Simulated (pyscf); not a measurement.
This saddle point was located with ωB97X-D3(BJ)/def2-SVP in PySCF.

```xyz
10

P     -0.1183     0.7968    -0.0032
P      1.1795    -0.3483    -1.3235
H     -0.1935     0.7776     1.6611
H     -0.4901     1.9570    -0.7119
H      0.6813    -1.6226    -0.9370
H      2.3135    -0.4120    -0.4665
Ga    -1.8253    -0.3170     1.3041
H     -0.8051     0.3983     2.5387
H     -3.1880     0.4377     1.3077
H     -1.5186    -1.8474     1.3028
```
Charge 0, spin multiplicity 1.

Surface: singlet, charge 0. Lowest wavenumbers (cm⁻¹): 1417i, 60, 76, 120, 288.

### Question
Name the species on either side of this saddle.

### Answer
H₂P–PH₂ + GaH₃ ⇌ H₂P–PH–GaH₂ + H₂, a four-centre exchange read from left to right: H–P, Ga–H broken and Ga–P, H–H formed. At ωB97M-D3(BJ)/def2-TZVP it lies +26.9 kcal/mol from the left side and +35.3 kcal/mol from the right (each side as separated species at their lowest minima found). On the reactant side the descent ends in an adduct with a Ga–P contact (not fully relaxed), 19.8 kcal/mol under the separated species and 41.0 kcal/mol under the saddle at ωB97X-D3(BJ)/def2-TZVP. What is counted as formed (Ga–P) is already present as a longer contact in the reactant adduct; forming that adduct is a step of its own. At ωB97X-D3(BJ)/def2-TZVP the barrier from the zero used here is 21.2 kcal/mol. H₂P–PH–GaH₂ is closed by a dative Ga–P contact. H₂P–PH–GaH₂ lies 8.8 kcal/mol over its isomer H₂P–GaH–PH₂ (electronic energy, ωB97M-D3(BJ)/def2-TZVP). This is the saddle that the search found; another between the same sides may lie lower. Elements up to Kr have no core potential and no relativistic terms here.
